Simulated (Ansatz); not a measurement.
H₂O, singlet in STO-3G: errors against full CI

Geometry: MP2(full)/6-31G*, from the G2/97 set.

```yaml
atoms:
  - { symbol: O, position_ang: [0.0000, 0.0000, 0.0667] }
  - { symbol: H, position_ang: [0.0000, 0.7632, -0.5296] }
  - { symbol: H, position_ang: [0.0000, -0.7632, -0.5296] }
```

Basis STO-3G; Ansatz 0.2.0. Only valence electrons are correlated (noble-gas cores frozen), which leaves 8 electrons in 6 orbitals. R marks a restricted (for open shells ROHF) determinant. Active spaces: valence = (8e, 6o) chosen from the atoms' valence shells.

Full CI is exact within this basis and frozen core; it isn't the basis-set limit.

```
UHF ⟨S²⟩                          : 0.000
T1 diagnostic (RCCSD)             : 0.0050
largest doubles amplitude (RCCSD) : 0.080
```

```csv
level,E − E(full CI) (meV),share of correlation (%),wall time
RHF,1386,0.00,–
RMP2,395,71.47,–
CISD,21,98.51,0.12 s
RCCSD,3,99.76,–
RCCSD(T),1,99.90,0.12 s
BCCD(T),2,99.89,0.13 s
RCCSDT,1,99.95,–
CISDTQ,0,100.00,0.09 s
RCCSDT(Q),0,99.98,0.52 s
RCCSDTQ,0,100.00,0.7 s
```

The correlation energy at full CI, counted from RHF, is -1.386 eV. That run took 0.06 s on 1 thread of AMD EPYC 7R13, shared host over 65 determinants.

Run but not shown, since their state or frozen core can't be matched to the reference's or they repeat it: CASSCF (valence space), NEVPT2 (valence space), MRCISD (valence space), MRCISD+Q (valence space).

Times hold each run's SCF and search for its determinant on a shared host, so for small cases they say little of a method's own cost; they ran on 1 thread of AMD EPYC 7R13.

The full-CI state has the irrep A1 of C2v, in the program's axes.

Natural occupations of full CI about the gap: 1.998 1.998 1.976 1.973 0.028 0.027; effectively unpaired electrons, Σ n²(2−n)², 0.01.

Atomization energy (electronic, same basis, no zero-point term; atoms at the same level, unrestricted beside the R rows where the molecule is a closed shell, with restricted open-shell steps beyond CCSDT(Q)) at full CI: 730.0 kJ/mol. Errors of other levels:

```json
{"level": "RHF", "error (kJ/mol)": "-133.8"}
{"level": "RMP2", "error (kJ/mol)": "-38.2"}
{"level": "CISD", "error (kJ/mol)": "-2.0"}
{"level": "RCCSD", "error (kJ/mol)": "-0.3"}
{"level": "RCCSD(T)", "error (kJ/mol)": "-0.1"}
{"level": "BCCD(T)", "error (kJ/mol)": "-0.1"}
{"level": "RCCSDT", "error (kJ/mol)": "-0.1"}
{"level": "CISDTQ", "error (kJ/mol)": "0.0"}
{"level": "RCCSDT(Q)", "error (kJ/mol)": "0.0"}
{"level": "RCCSDTQ", "error (kJ/mol)": "0.0"}
```

This basis is far from its limit, so the value isn't to be set against a measured one. Truncated CI isn't size-consistent, which counts against it in atomization.
